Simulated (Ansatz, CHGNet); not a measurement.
For hcp Y, the machine-learned potential CHGNet-r²SCAN (trained on r²SCAN data) gives:

| Property | Value |
|---|---|
| equilibrium lattice constant a | 3.628 Å |
| lattice parameter c | 5.912 Å |
| elastic constant C11 | 24.9 GPa |
| elastic constant C44 | 2.84 GPa |
| polycrystal shear modulus | 3.17 GPa |

What does HSE06 (Ansatz, an electronic-structure program, plane waves, PAW) give for the same quantities?


- lattice constant a: 3.695 Å (increases by 1.8 %)
- lattice parameter c: 5.703 Å (decreases by 3.5 %)
- elastic constant C11: 78.6 GPa (grows by 220 %)
- elastic constant C44: 24.4 GPa (increases by 760 %)
- Voigt–Reuss–Hill shear modulus: 25.9 GPa (grows by 720 %)

For comparison: lattice constant a 3.648 Å (measured, 293 K, not corrected to a static lattice; as tabulated in Wikipedia's data pages); lattice parameter c 5.732 Å (measured, 293 K, no zero-point or thermal correction; as tabulated in Wikipedia's data pages); elastic constant C11 83.4 ± 0.2 GPa (measured, 0 K, extrapolated to 0 K; as tabulated in Elastic Constants of Yttrium Single Crystals in the Temperature Range 4.2-400 K); elastic constant C44 26.9 ± 0.06 GPa (measured, 0 K, extrapolated to 0 K; as tabulated in Elastic Constants of Yttrium Single Crystals in the Temperature Range 4.2-400 K).

Changes are worked out from the printed values.

Unless a cell is named, each level is at its own relaxed cell (CHGNet-r²SCAN 33.70, HSE06 33.72 Å³/atom).

The crystal itself was run without spin with HSE06; a magnetic state was not tried in these runs.

Caveats: hybrids on metals are sensitive to the k mesh (HSE06). Ansatz's density-functional and Hartree–Fock values are scalar-relativistic unless marked +SOC, with PAW data made under PBE.
